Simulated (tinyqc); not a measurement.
Inside a calculation. Method: UKS/LDA (PW92) in the sto-6g basis, for H2O, spin multiplicity 3. One step of it, computed by the program tinyqc.

Problem. Iteration 1: building the Kohn-Sham matrix. J_ij = sum D_kl (ij|kl) with D = D(alpha) + D(beta); F = H + J + V_xc; E = tr D H + tr D J / 2 + E_xc + E_nn.

D(alpha) at the start, order 1O 1s, 1O 2s, 1O 2px, 1O 2py, 1O 2pz, 2H 1s, 3H 1s:
$$\begin{pmatrix}
1.050800 & -0.363559 & 0.049489 & -0.038015 & -0.118735 & 0.149834 & 0.118462 \\
-0.363559 & 1.274714 & 0.216431 & -0.166253 & -0.119744 & -0.213906 & -0.351105 \\
0.049489 & 0.216431 & 0.817363 & 0.140294 & 0.317251 & -0.289855 & -0.174079 \\
-0.038015 & -0.166253 & 0.140294 & 1.124965 & -0.243699 & -0.205335 & 0.561710 \\
-0.118735 & -0.119744 & 0.317251 & -0.243699 & 0.587186 & 0.202684 & 0.001573 \\
0.149834 & -0.213906 & -0.289855 & -0.205335 & 0.202684 & 0.981472 & -0.408908 \\
0.118462 & -0.351105 & -0.174079 & 0.561710 & 0.001573 & -0.408908 & 1.275567
\end{pmatrix}$$

D(beta) at the start, order 1O 1s, 1O 2s, 1O 2px, 1O 2py, 1O 2pz, 2H 1s, 3H 1s:
$$\begin{pmatrix}
1.009118 & -0.237860 & -0.053297 & -0.119280 & -0.204714 & 0.095186 & 0.117488 \\
-0.237860 & 0.834214 & 0.504536 & -0.109617 & 0.275442 & 0.002496 & -0.316986 \\
-0.053297 & 0.504536 & 0.556114 & -0.127158 & 0.153597 & -0.406249 & -0.165383 \\
-0.119280 & -0.109617 & -0.127158 & 0.388610 & 0.005503 & -0.153605 & 0.655448 \\
-0.204714 & 0.275442 & 0.153597 & 0.005503 & 0.109199 & -0.024192 & -0.069414 \\
0.095186 & 0.002496 & -0.406249 & -0.153605 & -0.024192 & 0.866482 & -0.436376 \\
0.117488 & -0.316986 & -0.165383 & 0.655448 & -0.069414 & -0.436376 & 1.259718
\end{pmatrix}$$

core Hamiltonian H = T + V (hartree), order 1O 1s, 1O 2s, 1O 2px, 1O 2py, 1O 2pz, 2H 1s, 3H 1s:
$$\begin{pmatrix}
-32.931458 & -7.278529 & 0.000000 & 0.000000 & -0.017357 & -1.394060 & -1.394060 \\
-7.278529 & -9.150843 & 0.000000 & 0.000000 & -0.198905 & -3.139030 & -3.139030 \\
0.000000 & 0.000000 & -7.395441 & 0.000000 & 0.000000 & 0.000000 & 0.000000 \\
0.000000 & 0.000000 & 0.000000 & -7.511455 & 0.000000 & -1.718930 & 1.718930 \\
-0.017357 & -0.198905 & 0.000000 & 0.000000 & -7.478336 & -1.512889 & -1.512889 \\
-1.394060 & -3.139030 & 0.000000 & -1.718930 & -1.512889 & -4.701282 & -1.295507 \\
-1.394060 & -3.139030 & 0.000000 & 1.718930 & -1.512889 & -1.295507 & -4.701282
\end{pmatrix}$$

Two-electron integrals (ij|kl) in chemists' order, unique and non-zero (hartree):
```
(11|11) 4.787491    (21|11) 0.675884    (21|21) 0.121505    (22|11) 1.117379
(22|21) 0.249212    (22|22) 0.817383    (31|31) 0.025762    (32|31) 0.039145
(32|32) 0.180664    (33|11) 1.117381    (33|21) 0.249212    (33|22) 0.817382
(33|33) 0.880663    (41|41) 0.025762    (42|41) 0.039145    (42|42) 0.180664
(43|43) 0.047461    (44|11) 1.117381    (44|21) 0.249212    (44|22) 0.817382
(44|33) 0.785741    (44|44) 0.880663    (51|51) 0.025762    (52|51) 0.039145
(52|52) 0.180664    (53|53) 0.047461    (54|54) 0.047461    (55|11) 1.117381
(55|21) 0.249212    (55|22) 0.817382    (55|33) 0.785741    (55|44) 0.785741
(55|55) 0.880663    (61|11) 0.137008    (61|21) 0.023612    (61|22) 0.047382
(61|33) 0.047281    (61|41) 0.000883    (61|42) 0.001727    (61|44) 0.047458
(61|51) 0.000746    (61|52) 0.001460    (61|54) 0.000150    (61|55) 0.047408
(61|61) 0.004677    (62|11) 0.338437    (62|21) 0.076565    (62|22) 0.278723
(62|33) 0.274056    (62|41) 0.004688    (62|42) 0.034853    (62|44) 0.282222
(62|51) 0.003963    (62|52) 0.029461    (62|54) 0.006903    (62|55) 0.279891
(62|61) 0.014965    (62|62) 0.119108    (63|31) 0.008435    (63|32) 0.047721
(63|43) 0.007161    (63|53) 0.006053    (63|63) 0.016682    (64|11) 0.188595
(64|21) 0.043265    (64|22) 0.167978    (64|33) 0.160453    (64|41) 0.010743
(64|42) 0.067465    (64|44) 0.179588    (64|51) 0.001951    (64|52) 0.016689
(64|54) 0.010122    (64|55) 0.163892    (64|61) 0.008835    (64|62) 0.087270
(64|64) 0.079906    (65|11) 0.159419    (65|21) 0.036572    (65|22) 0.141991
(65|33) 0.135630    (65|41) 0.001951    (65|42) 0.016689    (65|44) 0.139699
(65|51) 0.010084    (65|52) 0.061828    (65|54) 0.010600    (65|55) 0.150644
(65|61) 0.007468    (65|62) 0.073769    (65|64) 0.053443    (65|65) 0.061857
(66|11) 0.487481    (66|21) 0.112337    (66|22) 0.468267    (66|33) 0.449737
(66|41) 0.008777    (66|42) 0.089654    (66|44) 0.482159    (66|51) 0.007419
(66|52) 0.075784    (66|54) 0.027406    (66|55) 0.472904    (66|61) 0.022172
(66|62) 0.255672    (66|64) 0.213757    (66|65) 0.180688    (66|66) 0.774999
(71|11) 0.137008    (71|21) 0.023612    (71|22) 0.047382    (71|33) 0.047281
(71|41) -0.000883   (71|42) -0.001727   (71|44) 0.047458    (71|51) 0.000746
(71|52) 0.001460    (71|54) -0.000150   (71|55) 0.047408    (71|61) 0.004611
(71|62) 0.014490    (71|64) 0.007801    (71|65) 0.007233    (71|66) 0.021222
(71|71) 0.004677    (72|11) 0.338437    (72|21) 0.076565    (72|22) 0.278723
(72|33) 0.274056    (72|41) -0.004688   (72|42) -0.034853   (72|44) 0.282222
(72|51) 0.003963    (72|52) 0.029461    (72|54) -0.006903   (72|55) 0.279891
(72|61) 0.014490    (72|62) 0.096797    (72|64) 0.048931    (72|65) 0.058343
(72|66) 0.170202    (72|71) 0.014965    (72|72) 0.119108    (73|31) 0.008435
(73|32) 0.047721    (73|43) -0.007161   (73|53) 0.006053    (73|63) 0.013138
(73|73) 0.016682    (74|11) -0.188595   (74|21) -0.043265   (74|22) -0.167978
(74|33) -0.160453   (74|41) 0.010743    (74|42) 0.067465    (74|44) -0.179588
(74|51) -0.001951   (74|52) -0.016689   (74|54) 0.010122    (74|55) -0.163892
(74|61) -0.007801   (74|62) -0.048931   (74|64) -0.012109   (74|65) -0.028852
(74|66) -0.076821   (74|71) -0.008835   (74|72) -0.087270   (74|74) 0.079906
(75|11) 0.159419    (75|21) 0.036572    (75|22) 0.141991    (75|33) 0.135630
(75|41) -0.001951   (75|42) -0.016689   (75|44) 0.139699    (75|51) 0.010084
(75|52) 0.061828    (75|54) -0.010600   (75|55) 0.150644    (75|61) 0.007233
(75|62) 0.058343    (75|64) 0.028852    (75|65) 0.047728    (75|66) 0.112221
(75|71) 0.007468    (75|72) 0.073769    (75|74) -0.053443   (75|75) 0.061857
(76|11) 0.127859    (76|21) 0.029243    (76|22) 0.115821    (76|33) 0.113029
(76|44) 0.115092    (76|51) 0.002353    (76|52) 0.020911    (76|55) 0.119341
(76|61) 0.005662    (76|62) 0.049793    (76|64) 0.031512    (76|65) 0.034677
(76|66) 0.112285    (76|71) 0.005662    (76|72) 0.049793    (76|74) -0.031512
(76|75) 0.034677    (76|76) 0.025971    (77|11) 0.487481    (77|21) 0.112337
(77|22) 0.468267    (77|33) 0.449737    (77|41) -0.008777   (77|42) -0.089654
(77|44) 0.482159    (77|51) 0.007419    (77|52) 0.075784    (77|54) -0.027406
(77|55) 0.472904    (77|61) 0.021222    (77|62) 0.170202    (77|64) 0.076821
(77|65) 0.112221    (77|66) 0.323084    (77|71) 0.022172    (77|72) 0.255672
(77|74) -0.213757   (77|75) 0.180688    (77|76) 0.112285    (77|77) 0.774999
```

nuclear repulsion = 8.33018041 hartree

V_xc(alpha) (hartree), order 1O 1s, 1O 2s, 1O 2px, 1O 2py, 1O 2pz, 2H 1s, 3H 1s:
$$\begin{pmatrix}
-2.922996 & -0.369451 & -0.006565 & 0.004387 & 0.007593 & -0.076946 & -0.077399 \\
-0.369451 & -0.796353 & -0.021068 & 0.006380 & -0.001229 & -0.270600 & -0.273321 \\
-0.006565 & -0.021068 & -0.789509 & -0.008198 & -0.021824 & -0.006769 & -0.005210 \\
0.004387 & 0.006380 & -0.008198 & -0.816059 & 0.012680 & -0.168230 & 0.173583 \\
0.007593 & -0.001229 & -0.021824 & 0.012680 & -0.783227 & -0.143549 & -0.147848 \\
-0.076946 & -0.270600 & -0.006769 & -0.168230 & -0.143549 & -0.535784 & -0.111725 \\
-0.077399 & -0.273321 & -0.005210 & 0.173583 & -0.147848 & -0.111725 & -0.553657
\end{pmatrix}$$

V_xc(beta) (hartree), order 1O 1s, 1O 2s, 1O 2px, 1O 2py, 1O 2pz, 2H 1s, 3H 1s:
$$\begin{pmatrix}
-2.869400 & -0.345812 & -0.010936 & 0.005511 & 0.001313 & -0.072966 & -0.073260 \\
-0.345812 & -0.664409 & -0.064539 & -0.009031 & -0.054133 & -0.242433 & -0.235998 \\
-0.010936 & -0.064539 & -0.679562 & 0.016961 & -0.007987 & -0.012036 & -0.017502 \\
0.005511 & -0.009031 & 0.016961 & -0.672719 & -0.006725 & -0.156796 & 0.145403 \\
0.001313 & -0.054133 & -0.007987 & -0.006725 & -0.641038 & -0.143476 & -0.140145 \\
-0.072966 & -0.242433 & -0.012036 & -0.156796 & -0.143476 & -0.512709 & -0.103030 \\
-0.073260 & -0.235998 & -0.017502 & 0.145403 & -0.140145 & -0.103030 & -0.521365
\end{pmatrix}$$

E_xc = sum of w rho eps_xc = -8.53727995 hartree

Give: Coulomb J; F(alpha); F(beta); total energy of this density.

Solution.

Coulomb J (hartree), order 1O 1s, 1O 2s, 1O 2px, 1O 2py, 1O 2pz, 2H 1s, 3H 1s:
$$\begin{pmatrix}
16.3073 & 2.8674 & 0.0388 & -0.0120 & 0.0139 & 0.5625 & 0.5635 \\
2.8674 & 7.5687 & 0.1614 & -0.0177 & 0.2384 & 2.6649 & 2.6778 \\
0.0388 & 0.1614 & 7.5396 & -0.0039 & 0.0322 & 0.0425 & 0.0446 \\
-0.0120 & -0.0177 & -0.0039 & 7.6180 & -0.0125 & 1.6261 & -1.6475 \\
0.0139 & 0.2384 & 0.0322 & -0.0125 & 7.5486 & 1.4491 & 1.4626 \\
0.5625 & 2.6649 & 0.0425 & 1.6261 & 1.4491 & 4.9425 & 1.1645 \\
0.5635 & 2.6778 & 0.0446 & -1.6475 & 1.4626 & 1.1645 & 5.0369
\end{pmatrix}$$

F(alpha) (hartree), order 1O 1s, 1O 2s, 1O 2px, 1O 2py, 1O 2pz, 2H 1s, 3H 1s:
$$\begin{pmatrix}
-19.5472 & -4.7805 & 0.0322 & -0.0076 & 0.0041 & -0.9085 & -0.9080 \\
-4.7805 & -2.3785 & 0.1403 & -0.0114 & 0.0383 & -0.7447 & -0.7345 \\
0.0322 & 0.1403 & -0.6453 & -0.0121 & 0.0103 & 0.0357 & 0.0394 \\
-0.0076 & -0.0114 & -0.0121 & -0.7095 & 0.0001 & -0.2611 & 0.2450 \\
0.0041 & 0.0383 & 0.0103 & 0.0001 & -0.7130 & -0.2074 & -0.1981 \\
-0.9085 & -0.7447 & 0.0357 & -0.2611 & -0.2074 & -0.2945 & -0.2428 \\
-0.9080 & -0.7345 & 0.0394 & 0.2450 & -0.1981 & -0.2428 & -0.2181
\end{pmatrix}$$

F(beta) (hartree), order 1O 1s, 1O 2s, 1O 2px, 1O 2py, 1O 2pz, 2H 1s, 3H 1s:
$$\begin{pmatrix}
-19.4936 & -4.7569 & 0.0278 & -0.0065 & -0.0022 & -0.9045 & -0.9038 \\
-4.7569 & -2.2465 & 0.0968 & -0.0268 & -0.0146 & -0.7166 & -0.6972 \\
0.0278 & 0.0968 & -0.5354 & 0.0131 & 0.0242 & 0.0305 & 0.0271 \\
-0.0065 & -0.0268 & 0.0131 & -0.5662 & -0.0193 & -0.2496 & 0.2168 \\
-0.0022 & -0.0146 & 0.0242 & -0.0193 & -0.5708 & -0.2073 & -0.1904 \\
-0.9045 & -0.7166 & 0.0305 & -0.2496 & -0.2073 & -0.2715 & -0.2341 \\
-0.9038 & -0.6972 & 0.0271 & 0.2168 & -0.1904 & -0.2341 & -0.1858
\end{pmatrix}$$

total energy of this density = -72.315728 hartree
